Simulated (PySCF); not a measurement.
# Potential energy of OH along the bond

Set-up: basis H pcseg-2, O pcseg-2; no relativity; PySCF 2.14. Energies in eV from H + O in their ground configurations at the same level. State: ²Π (doublet), unpaired electrons π ↑.

```json
{"R (Å)": "0.835", "PBE": "-4.037", "PBE0": "-3.941"}
{"R (Å)": "0.874", "PBE": "-4.398", "PBE0": "-4.281"}
{"R (Å)": "0.913", "PBE": "-4.617", "PBE0": "-4.477"}
{"R (Å)": "0.942", "PBE": "-4.708", "PBE0": "-4.551"}
{"R (Å)": "0.971", "PBE": "-4.747", "PBE0": "-4.572"}
{"R (Å)": "1.000", "PBE": "-4.744", "PBE0": "-4.552"}
{"R (Å)": "1.039", "PBE": "-4.689", "PBE0": "-4.473"}
{"R (Å)": "1.087", "PBE": "-4.555", "PBE0": "-4.311"}
{"R (Å)": "1.146", "PBE": "-4.330", "PBE0": "-4.050"}
{"R (Å)": "1.224", "PBE": "-3.961", "PBE0": "-3.635"}
```

Task: Put a parabola through the three lowest points of the PBE curve and estimate Re, k and ωe (reduced mass 0.9481 u; 1 eV/Å² = 0.16022 mdyn/Å; ωe = 1302.8·√(k/μ) cm⁻¹).

Result: Through R = 0.942, 0.971, 1.0 Å the second-order coefficient is 25.0 eV/Å², so Re ≈ 0.983 Å, k ≈ 8.00 mdyn/Å and ωe ≈ 3785 cm⁻¹. A polynomial fit of higher order to the unrounded PBE energies gives Re = 0.983 Å, k = 7.23 mdyn/Å, ωe = 3599 cm⁻¹; anharmonicity and rounding make the difference.

The higher-order fit for each curve: PBE: Re = 0.983 Å, ωe = 3599 cm⁻¹, De = 4.75 eV; PBE0: Re = 0.971 Å, ωe = 3765 cm⁻¹, De = 4.57 eV.

The state was picked by a PBE0 search and need not be the measured ground state.
